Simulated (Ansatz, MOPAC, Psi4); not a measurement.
System: BCl2, net charge 0, doublet state. SMILES: Cl[B]Cl
Coordinates optimised at B3LYP-D3(BJ)/def2-TZVP (Ansatz, a first-principles code):
```xyz
3

B     -0.0053     0.6863    -0.0382
Cl     1.5376    -0.0889     0.0100
Cl    -1.5361    -0.1130     0.0012
```
Charge 0, spin multiplicity 2.

Wanted: enthalpy of formation at 298 K, in kcal/mol. Terms: 6-31G* and kin with 6d, 5d where marked; dispersion terms only where a functional's name holds one; no spin-orbit coupling; open shells spin-unrestricted; non-relativistic; 6-311+G** with 5d, 6d on Na to Ar in Ansatz; PM7 with its own dispersion and hydrogen-bond terms; valence correlation only. CBS(X,Y): correlation extrapolated as X^-3; Hartree-Fock from the larger set. First-principles rows: single points at B3LYP-D3(BJ) geometries (Ansatz), with unscaled harmonic terms from B3LYP/6-31G* at its own minima, enthalpies of formation by atomisation with measured atoms. Semi-empirical rows: MOPAC heats of formation at their own minima for 298 K.

Coupled cluster (Ansatz) is a level with limits of its own, used here on species with T1 under 0.025 (0.045 for open shells) and stable references: CCSD(T)/CBS(cc-pV(T+d)Z,cc-pV(Q+d)Z).

Value to compare with, CCSD(T)/CBS(cc-pV(T+d)Z,cc-pV(Q+d)Z) (Ansatz): -6.7 kcal/mol.

```json
[
 {"level": "PM7", "program": "MOPAC", "enthalpy of formation at 298 K (kcal/mol)": "-23.6", "difference": "-16.9"},
 {"level": "B3LYP/6-31G*", "program": "Ansatz", "enthalpy of formation at 298 K (kcal/mol)": "-3.2", "difference": "3.5"},
 {"level": "B3LYP/6-31+G*", "program": "Ansatz", "enthalpy of formation at 298 K (kcal/mol)": "0.0", "difference": "6.7"},
 {"level": "B3LYP/6-311+G**", "program": "Ansatz", "enthalpy of formation at 298 K (kcal/mol)": "-0.8", "difference": "5.9"},
 {"level": "wB97X-D/6-31G*", "program": "Psi4", "enthalpy of formation at 298 K (kcal/mol)": "-7.6", "difference": "-0.9"},
 {"level": "MP2/3-21G", "program": "Ansatz", "enthalpy of formation at 298 K (kcal/mol)": "45.2", "difference": "51.9"},
 {"level": "PBE/def2-TZVPD", "program": "Ansatz", "enthalpy of formation at 298 K (kcal/mol)": "-20.7", "difference": "-14.0"},
 {"level": "r2SCAN-D4/def2-TZVPD", "program": "Ansatz + dftd4", "enthalpy of formation at 298 K (kcal/mol)": "-19.7", "difference": "-13.0"},
 {"level": "PBE0/def2-TZVPD", "program": "Ansatz", "enthalpy of formation at 298 K (kcal/mol)": "-15.3", "difference": "-8.6"}
]
```

Among the 6 habitual levels, MP2/3-21G lies farthest from CCSD(T)/CBS(cc-pV(T+d)Z,cc-pV(Q+d)Z) (Ansatz) (51.9 kcal/mol) and wB97X-D/6-31G* nearest (-0.9); 4 of 6 lie above it, and their mean absolute difference is 14.3 kcal/mol, the median 6.3. One case shows no general order.

The levels are drawn from those run, B3LYP/6-31G* more often than the rest, none by its result; runs whose electronic state is in doubt are left out.
